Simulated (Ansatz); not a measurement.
Cost and result for the atomization energy of C₃H₅NS, SMILES `C=NC(C)=S` (10 atoms, 9 bonds).

```xyz
10

C     0.181    1.815   -0.532
N    -0.398    0.927    0.143
C     0.198   -0.222    0.592
C    -0.431   -1.463    0.047
S     1.399   -0.206    1.694
H    -0.360    2.722   -0.794
H     1.221    1.714   -0.860
H     0.081   -2.347    0.420
H    -0.405   -1.447   -1.047
H    -1.485   -1.494    0.338
```

Charge 0, multiplicity 1. Geometry: relaxed with PBE0-D4/def2-TZVP. Program: Ansatz. All runs use 4 threads of a server CPU on a shared host. Times are those of one run each, without the atoms' runs, and a repeat can differ threefold. Electronic energies, without spin–orbit coupling; frozen cores. CCSD(T)/CBS adds CCSD(T) − MP2 in def2-TZVPP to the MP2 limit, and its time is that of the two runs behind it. T1 = 0.017; the RHF reference is unstable towards UHF. B3LYP takes the VWN-RPA correlation (the form of Gaussian; ORCA's B3LYP/G). HSE06 is the plane-wave form, built on full-range PBE exchange.

CCSD(T)/CBS is a level of theory with its own doubt, some kJ/mol a heavy atom from the limit and from the frozen cores, so smaller differences don't rank the functionals.

```json
{"level": "LDA (SPW92)/def2-TZVPP", "functions": "236", "wall time": "1.2 s"}
{"level": "BLYP-D4/def2-TZVPP", "functions": "236", "wall time": "1.9 s"}
{"level": "revPBE-D4/def2-TZVPP", "functions": "236", "wall time": "1.9 s"}
{"level": "HSE06-D4/def2-TZVPP", "functions": "236", "wall time": "2.9 s"}
{"level": "PBE0-D4/def2-TZVPP", "functions": "236", "wall time": "3.1 s"}
{"level": "CCSD(T)/def2-SVP", "functions": "99", "wall time": "4.4 s"}
{"level": "PBE-QIDH/def2-TZVPP", "functions": "236", "wall time": "5.5 s"}
{"level": "B3LYP-D4/def2-TZVPP (with forces)", "functions": "236", "wall time": "6 s"}
{"level": "r2SCANh-D4/def2-TZVPP", "functions": "236", "wall time": "6 s"}
{"level": "B97M-V/def2-TZVPP", "functions": "236", "wall time": "9 s"}
{"level": "MP2/def2-QZVPP", "functions": "448", "wall time": "27 s"}
{"level": "CCSD(T)/def2-TZVPP", "functions": "236", "wall time": "2.1 min"}
{"level": "CCSD(T)/CBS(def2)", "functions": "–", "wall time": "2.6 min"}
```

(1) What atomization energy does each give, and how far from CCSD(T)/CBS? (Estimate.)

Results:

(1) Ansatz gave: 
```tsv
level	atomization (kcal/mol)	difference from CCSD(T)/CBS	per bond
LDA (SPW92)/def2-TZVPP	1109.3	161.2	17.9
BLYP-D4/def2-TZVPP	961.5	13.4	1.5
revPBE-D4/def2-TZVPP	963.0	14.9	1.7
HSE06-D4/def2-TZVPP	962.4	14.3	1.6
PBE0-D4/def2-TZVPP	961.5	13.4	1.5
CCSD(T)/def2-SVP	900.5	-47.6	-5.3
PBE-QIDH/def2-TZVPP	945.8	-2.3	-0.2
B3LYP-D4/def2-TZVPP (with forces)	955.3	7.2	0.8
r2SCANh-D4/def2-TZVPP	946.6	-1.5	-0.2
B97M-V/def2-TZVPP	956.3	8.2	0.9
MP2/def2-QZVPP	957.1	9.0	1.0
CCSD(T)/def2-TZVPP	921.0	-27.1	-3.0
CCSD(T)/CBS(def2)	948.1	0.0	0.0
```

In def2-TZVPP, CCSD(T) changes the Hartree–Fock value by +261.8 kcal/mol (the triples alone add +20.3 kcal/mol) and MP2 by +281.9 kcal/mol; breaking electron pairs costs correlation energy, which Hartree–Fock lacks. At CCSD(T), def2-SVP lies −47.6 kcal/mol from the extrapolated value and def2-TZVPP −27.0 kcal/mol: correlation converges slowly with the basis, and small sets miss more of it in the bonded molecule than in its fragments. From BLYP to BHLYP (50 % exact exchange), in def2-TZVPP and without D4, the atomization energy moves by −39.5 kcal/mol: exact exchange takes away binding that semilocal exchange gives to molecules.
